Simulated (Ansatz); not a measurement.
# CH2Al (quartet): wave-function methods side by side at distance Al1–C2 = 2.632 Å, 6-31G

How much of the correlation energy of CH2Al (quartet) does each wave-function method recover here?

The runs use Ansatz 0.2.0, Gaussian basis; 6-31G, core rule «outside noble gas», up to 6 orbitals frozen.

The runs, in order: UHF; CCSD(T) on ROHF; CCSD(T) on UHF; BCCD(T) on ROHF; CISD; CCSDT(Q) on ROHF; CCSDT(Q) on UHF; CASSCF and MRCISD+Q, 5 electrons in 5 orbitals; CASSCF and NEVPT2, 5 electrons in 5 orbitals; CASSCF and MRCISD+Q, 9 electrons in 10 orbitals; CASSCF and NEVPT2, 9 electrons in 10 orbitals; Full CI.

18 further runs of the same task are left out: 15 that didn't finish, 3 set aside as unsound or not needed.

## Step 1: What is computed

The geometry derives from a PBE0/def2-TZVP stationary point (not a proven minimum). One bond is set to the value named and the two fragments are kept rigid.

4 atoms, charge 0, spin multiplicity 4.

Atoms are counted from 1 here; the program's logs count them from 0.

Bond lengths: Al1–H3 1.580 Å, Al1–H4 1.580 Å. Angles: H3–Al1–H4 124.6°.

## Step 2: UHF

Input file in.yaml:

```yaml
crystal:
  periodic: [false, false, false]
  atoms:
    - {symbol: Al, position_ang: [0.000000, 0.000000, 0.734746]}
    - {symbol: C, position_ang: [0.000000, 0.000000, -1.897254]}
    - {symbol: H, position_ang: [0.000000, 1.398998, 1.469720]}
    - {symbol: H, position_ang: [0.000000, -1.398998, 1.469720]}
basis:
  gaussian: {orbitals: 6-31G}
magnetization: {spin_polarized: true, initial_magnetization: 3}
hamiltonian: {xc: hf}
output: {orbitals: {seedname: orbitals}}
```

Command:

```
ansatz run in.yaml --threads 1 --pin off --events-out ev --progress --plain --max-ram 2393MiB
```

After this run come: CCSD(T) on ROHF; CCSD(T) on UHF; BCCD(T) on ROHF; CISD; CCSDT(Q) on ROHF; CCSDT(Q) on UHF; CASSCF and MRCISD+Q, 5 electrons in 5 orbitals; CASSCF and NEVPT2, 5 electrons in 5 orbitals; CASSCF and MRCISD+Q, 9 electrons in 10 orbitals; CASSCF and NEVPT2, 9 electrons in 10 orbitals; Full CI.

**Question.** What will the summary of the whole plan be? Wanted: FCI below the RHF energy; RMP2 from FCI; UMP2 from FCI; RCCSD from FCI; RCCSD(T) from FCI; UCCSD(T) from FCI; RCCSDT(Q) from FCI; UCCSDT(Q) from FCI; NEVPT2 pair from FCI.

The runs gave:

| quantity | value |
| --- | --- |
| FCI below the RHF energy | -2.7058 eV |
| RMP2 from FCI | +821.8 meV |
| UMP2 from FCI | +844.7 meV |
| RCCSD from FCI | +95.3 meV |
| RCCSD(T) from FCI | +35.7 meV |
| UCCSD(T) from FCI | +35.4 meV |
| RCCSDT(Q) from FCI | +0.9 meV |
| UCCSDT(Q) from FCI | -0.8 meV |
| NEVPT2 pair from FCI | +708.8 meV |
| MRCISD+Q pair from FCI | +35.7 meV |
| NEVPT2 valence from FCI | +288.2 meV |
| levels within 1 kcal/mol (43 meV) | RCCSD(T), UCCSD(T), BCCD(T), RCCSDT, UCCSDT, RCCSDT(Q), UCCSDT(Q), MRCISD+Q pair, MRCISD+Q valence |
| T1 diagnostic | 0.028 |
| effectively unpaired electrons | 3.04 |

RCCSD(T) lands +35.7 meV from the yardstick (1.3 % of the correlation energy). One determinant dominates. Of the multireference levels listed MRCISD+Q valence comes nearest in total energy (+22.6 meV), which doesn't show that its space is the better one. These misses are within one basis, not against nature; the frozen cores of restricted and unrestricted runs differ, which can shift their rows.
